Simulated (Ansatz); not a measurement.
Ansatz (a quantum-chemistry and plane-wave program) input (CCSD(T)/cc-pwCVTZ): A basis named .json is the Basis Set Exchange file of that set (core-valence sets with the plain set on hydrogen).

Ansatz 0.2 input:
```yaml
crystal:
  periodic: [false, false, false]
  atoms:
    - {symbol: F, position_ang: [-0.00000000, -0.00000000, -1.07291806]}
    - {symbol: Cl, position_ang: [0.00000000, 0.00000000, 0.56801544]}
basis:
  gaussian:
    orbitals: cc-pwCVTZ.json
magnetization: {spin_polarized: false}
correlation: {method: ccsd_t, frozen_orbitals: {Cl: 1, F: 0}}
```

Output:

```
Functional definition: HF
integrals: 0.11 GiB planned
616 factors; integrals over basis functions are off by at most 1.3e-3 eV
mean field: 0.20 GiB planned
mean field evaluation 1: about -15207.8268 eV, gradient 2.1e1 eV
mean field evaluation 2: about -15207.8331 eV, gradient 2.1e1 eV
mean field evaluation 4: about -15208.5013 eV, gradient 2.6e0 eV
mean field evaluation 8: about -15208.5116 eV, gradient 3.5e-5 eV
mean field evaluation 16: about -15208.5060 eV, gradient 1.2e-1 eV
mean field -15208.51157214 eV, -558.9024915768 hartree, gradient 1.0e-6 eV, S^2 0.000000; 0 other end points of the search recorded, 0 dependent functions left out
1 core orbitals not correlated
reference -15208.51157214 eV, -558.9024915768 hartree; 12, 12 occupied and 89, 89 virtual orbitals, 616 factors
second order -21.36488458 eV of doubles, -0.00000000 eV of singles
coupled cluster: 0.28 GiB planned
cycle   1  -21.34910445 eV  change    1.6e-2 eV  update   7.4e-2
cycle   2  -21.68213359 eV  change   -3.3e-1 eV  update   2.5e-2
cycle   3  -21.76629062 eV  change   -8.4e-2 eV  update   1.1e-2
cycle   4  -21.75254393 eV  change    1.4e-2 eV  update   2.4e-3
cycle   5  -21.75278256 eV  change   -2.4e-4 eV  update   1.0e-3
cycle   6  -21.75330656 eV  change   -5.2e-4 eV  update   2.9e-4
cycle   7  -21.75318328 eV  change    1.2e-4 eV  update   1.1e-4
cycle   8  -21.75317211 eV  change    1.1e-5 eV  update   2.3e-5
perturbative correction -0.55895015 eV, -0.0205410392 hartree
Total energy: -15230.82369440 eV, -559.7224469460 hartree
```
